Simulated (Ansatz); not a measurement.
**BH2(OEt) (C₂H₇BO): reading failed and doubtful runs**

2 inputs were typed for BH2(OEt) (C₂H₇BO). Each is run as it stands; the log then has to tell whether the result can be used.

Method: the settings change from run to run; program: Ansatz 0.2.0, Gaussian basis.

### Step 1. The molecule

An earlier r2SCAN-D4/def2-SVP relaxation fixed the geometry.

11 atoms, charge 0, spin multiplicity 1.

Atoms are counted from 1 here; the program's logs count them from 0.

Bond lengths: B1–H2 1.216 Å, B1–H3 1.208 Å, B1–O4 1.342 Å, O4–C5 1.427 Å, C5–C6 1.513 Å, C5–H7 1.105 Å, C5–H8 1.103 Å, C6–H9 1.101 Å, C6–H10 1.101 Å, C6–H11 1.101 Å. Angles: H2–B1–H3 122.9°, H2–B1–O4 120.3°, H3–B1–O4 116.8°, B1–O4–C5 122.8°, O4–C5–C6 110.1°, O4–C5–H7 109.6°, O4–C5–H8 107.0°, C6–C5–H7 111.3°, C6–C5–H8 110.6°, H7–C5–H8 108.1°, C5–C6–H9 110.3°, C5–C6–H10 110.6°, C5–C6–H11 110.9°, H9–C6–H10 108.4°, H9–C6–H11 108.3°, H10–C6–H11 108.2°.

Geometry (Å):

```csv
atom,x (Å),y (Å),z (Å)
B1,0.9014,1.4758,-0.9458
H2,1.9977,1.1381,-0.5423
H3,0.7480,2.2596,-1.8525
O4,-0.2099,0.9761,-0.3828
C5,-0.1783,0.0269,0.6823
C6,-0.7238,-1.3038,0.2111
H7,0.8562,-0.0746,1.0583
H8,-0.8003,0.4355,1.4964
H9,-0.7629,-2.0188,1.0473
H10,-1.7408,-1.1841,-0.1923
H11,-0.0874,-1.7307,-0.5798
```

### Step 2. Try 1

The input, in.yaml:

```yaml
crystal:
  periodic: [false, false, false]
  atoms:
    - {symbol: B, position_ang: [0.901373, 1.475771, -0.945825]}
    - {symbol: H, position_ang: [1.997715, 1.138068, -0.542304]}
    - {symbol: H, position_ang: [0.747985, 2.259595, -1.852510]}
    - {symbol: O, position_ang: [-0.209909, 0.976123, -0.382777]}
    - {symbol: C, position_ang: [-0.178252, 0.026912, 0.682322]}
    - {symbol: C, position_ang: [-0.723807, -1.303753, 0.211113]}
    - {symbol: H, position_ang: [0.856197, -0.074629, 1.058348]}
    - {symbol: H, position_ang: [-0.800252, 0.435492, 1.496414]}
    - {symbol: H, position_ang: [-0.762877, -2.018790, 1.047318]}
    - {symbol: H, position_ang: [-1.740769, -1.184073, -0.192327]}
    - {symbol: H, position_ang: [-0.087414, -1.730704, -0.579760]}
basis:
  gaussian: {orbitals: cc-pVTZ-PP}
magnetization: {spin_polarized: true, initial_magnetization: 2}
hamiltonian: {xc: {name: wB97X}}
scf: {omitted_lower_state_checks: [starts]}
output: {forces: true}
```

The run is started by

```console
$ ansatz run in.yaml --threads 2 --pin off --events-out ev --progress --plain --max-ram 32768MiB --backend cpu
```

What it wrote:

```text
Functional definition: wB97X
  name "wB97X"
  cite "Chai & Head-Gordon, J. Chem. Phys. 128, 084106 (2008) doi:10.1063/1.2834918"
  cite "Becke, J. Chem. Phys. 107, 8554 (1997) doi:10.1063/1.475007"
  parameter omega = 0.3/bohr
  parameter cx = 0.157706
  parameter cx1 = 0.726479
  parameter cx2 = 1.04760
  parameter cx3 = -5.70635
  parameter cx4 = 13.2794
  parameter css1 = -4.33879
  parameter css2 = 18.2308
  parameter css3 = -31.7430
  parameter css4 = 17.2901
  parameter cos1 = 2.37031
  parameter cos2 = -11.3995
  parameter cos3 = 6.58405
  parameter cos4 = -3.78132
  # The coefficients of nought are those of the uniform gas.
  exchange = spin_sum(e_x_unif_sr(omega)*poly(b97_u_x, 1 - cx, cx1, cx2, cx3, cx4)) + cx*exact_x_sr(omega)
      + exact_x_lr(omega)
  correlation = spin_sum(e_c_pw_same_spin*poly(b97_u_same, 1, css1, css2, css3, css4))
      + integral(e_c_pw_opposite_spin*poly(b97_u_opposite, 1, cos1, cos2, cos3, cos4))
these checks for a lower state are left out or cut short: starts
Error: <dir> the basis set cc-pVTZ-PP has no functions for B
```

Wall time 0.1 s (2 threads of AMD EPYC 7R13, shared host).

**Diagnosis.** Refused before any calculation. The basis set is misnamed or doesn't suit the job. It also asks for charge 0 and multiplicity 3, another species or state than the molecule above. Cure: name an orbital basis set that the library holds for every element here, and set charge and spin to those of the species named.

### Step 3. Try 2

The input, in.yaml:

```yaml
crystal:
  periodic: [false, false, false]
  atoms:
    - {symbol: B, position_ang: [0.901373, 1.475771, -0.945825]}
    - {symbol: H, position_ang: [1.997715, 1.138068, -0.542304]}
    - {symbol: H, position_ang: [0.747985, 2.259595, -1.852510]}
    - {symbol: O, position_ang: [-0.209909, 0.976123, -0.382777]}
    - {symbol: C, position_ang: [-0.178252, 0.026912, 0.682322]}
    - {symbol: C, position_ang: [-0.723807, -1.303753, 0.211113]}
    - {symbol: H, position_ang: [0.856197, -0.074629, 1.058348]}
    - {symbol: H, position_ang: [-0.800252, 0.435492, 1.496414]}
    - {symbol: H, position_ang: [-0.762877, -2.018790, 1.047318]}
    - {symbol: H, position_ang: [-1.740769, -1.184073, -0.192327]}
    - {symbol: H, position_ang: [-0.087414, -1.730704, -0.579760]}
basis:
  gaussian: {orbitals: def2-mTZVP, point_charges: [{charge: -1.00, position_ang: [6.621, -0.283, 0.575]}]}
magnetization: {spin_polarized: true, initial_magnetization: 2}
hamiltonian: {xc: {name: PBE}, dispersion: d3bj, pseudopotentials: {relativity: scalar}}
scf: {max_iter: 3}
output: {forces: true}
```

Launched as before.

What it wrote:

```text
Error: invalid value for `basis.gaussian`: such a run doesn't read scf.max_iter; remove what it names
```

Run time: 0.05 s. Hardware: 2 threads of AMD EPYC 7R13, shared host.

What is wrong: The program refused the input. The input holds a key that doesn't belong there. It also asks for charge 0 and multiplicity 3, another species or state than the molecule above. To mend it, remove the key, or spell it as the input reference has it, and remove the point charge, and set charge and spin to those of the species named.

### Step 4. How the tries ended

```csv
try,level,ended,cause,time
1,wB97X/cc-pVTZ-PP,refused,the basis set is misnamed or doesn't suit the job,0.1 s
2,PBE/def2-mTZVP,refused,the input holds a key that doesn't belong there,0.05 s
```

**Reading.** 2 refused. A refusal costs next to no computing time.
